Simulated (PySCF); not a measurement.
Rigid-rotor lines calculated for a species of formula C2H6O (commonest isotopes; PBE0-D3(BJ)/def2-SVP geometry optimisation, gas phase in PySCF), labelled J(Ka,Kc):

| transition | MHz |
| --- | --- |
| 2(0,2) ← 1(0,1) | 34945.3 |
| 1(0,1) ← 0(0,0) | 17489.4 |
| 2(1,1) ← 1(1,0) | 36054.8 |
| 2(1,2) ← 1(1,1) | 33902.7 |
| 1(1,1) ← 0(0,0) | 42842.5 |

(1) Find the rotational constants.

(2) What moments of inertia, asymmetry and inertial defect follow?

(3) Which dipole components do these lines need?

(4) Where do these fall, and of which type are they? 3(2,2) ← 3(1,2); 3(2,2) ← 2(2,1); 3(2,1) ← 2(2,0); 2(2,1) ← 2(1,1); 2(0,2) ← 1(1,1); 2(1,1) ← 2(1,2); 3(1,2) ← 3(1,3); 2(1,2) ← 2(0,2); 1(1,0) ← 0(0,0); 3(3,1) ← 3(2,2); 2(2,1) ← 1(1,1); 3(0,3) ← 2(0,2); 2(2,0) ← 1(1,1).

(5) Which structure gave them?

## Answers

(1) 1(0,1) ← 0(0,0) is B + C, 2(1,1) ← 1(1,0) is 3B + C and 2(1,2) ← 1(1,1) is B + 3C, so B − C is half the difference of the last two, 1076.1 MHz. 1(1,1) ← 0(0,0) is A + C. A = 34635.9, B = 9282.7, C = 8206.7 MHz.

(2) I = 505379 MHz·u·Å² over each constant: Ia = 14.59, Ib = 54.44, Ic = 61.58 u·Å²; κ = (2B − A − C)/(A − C) = -0.919 (near-prolate asymmetric top); Δ = Ic − Ia − Ib = -7.45 u·Å².

(3) μa and μb (a-type: ΔKa even, ΔKc odd; b-type: both odd). The calculation gives |μa| = 1.10 D, |μb| = 0.22 D, |μc| = 1.16 D.

(4) 
| transition | MHz | type | branch |
| --- | --- | --- | --- |
| 2(1,1) ← 2(1,2) | 3228 | a | Q |
| 3(1,2) ← 3(1,3) | 6456 | a | Q |
| 2(0,2) ← 1(1,1) | 9592 | b | R |
| 2(1,2) ← 2(0,2) | 24311 | c | Q |
| 1(1,0) ← 0(0,0) | 43919 | c | R |
| 3(0,3) ← 2(0,2) | 52334 | a | R |
| 3(2,2) ← 2(2,1) | 52468 | a | R |
| 3(2,1) ← 2(2,0) | 52602 | a | R |
| 3(2,2) ← 3(1,2) | 74467 | c | Q |
| 2(2,1) ← 2(1,1) | 76059 | c | Q |
| 2(2,1) ← 1(1,1) | 113190 | c | R |
| 2(2,0) ← 1(1,1) | 113224 | b | R |
| 3(3,1) ← 3(2,2) | 129476 | b | Q |

(5) ethanol, `CCO`. Three constants can't fix a structure by themselves; this is the one that was computed:
```xyz
9
C2H6O angstrom
C      0.836    0.165    0.017
C     -0.579   -0.369   -0.080
O     -1.503    0.592   -0.518
H      1.543   -0.629    0.304
H      0.910    0.962    0.777
H      1.158    0.587   -0.947
H     -0.881   -0.812    0.891
H     -0.620   -1.188   -0.816
H     -1.500    1.316    0.116
```

The values belong to one conformer with, in the numbering `[CH3:1][CH2:2][OH:3]`, C1–C2–O3–H -60°. Not checked by PBE0-D3(BJ)/def2-SVP frequencies. No vibrational averaging or centrifugal distortion is included, and the geometry carries the error of its method. A rigid rotor knows nothing of internal rotation, which can split or shift real lines.

The run took 5.7 s of wall time on one thread, Arm Neoverse N1 (aarch64), no GPU (shared host), and the process peaked at 0.34 GiB of memory. This is the geometry optimisation.
